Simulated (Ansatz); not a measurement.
Base system: Mo in the bcc (W type) structure (space group Im-3m, No. 229).

```cif
data_Mo
_chemical_formula_sum 'Mo1'
_space_group_name_H-M_alt 'P 1'
_space_group_IT_number 1
_cell_length_a 2.71028
_cell_length_b 2.71028
_cell_length_c 2.71028
_cell_angle_alpha 109.471
_cell_angle_beta 109.471
_cell_angle_gamma 109.471
loop_
_space_group_symop_operation_xyz
  'x, y, z'
loop_
_atom_site_label
_atom_site_type_symbol
_atom_site_fract_x
_atom_site_fract_y
_atom_site_fract_z
_atom_site_occupancy
Mo1 Mo 0.00000 0.00000 0.00000 1
```

All numbers come from PBEsol (Ansatz, an electronic-structure program, PAW, scalar-relativistic without spin-orbit coupling).

```csv
level,lattice parameter a
PBEsol,3.130 Å
```

Measured: lattice parameter a 3.141 Å (static lattice; corrected from measurement; as listed in Daniel Mejia-Rodriguez, S. B. Trickey, Phys. Rev. B (2018)).

Computed minus measured — lattice parameter a: PBEsol -0.4 %.

Whether these cells are dynamically stable was not tested. All final runs are without spin polarisation.
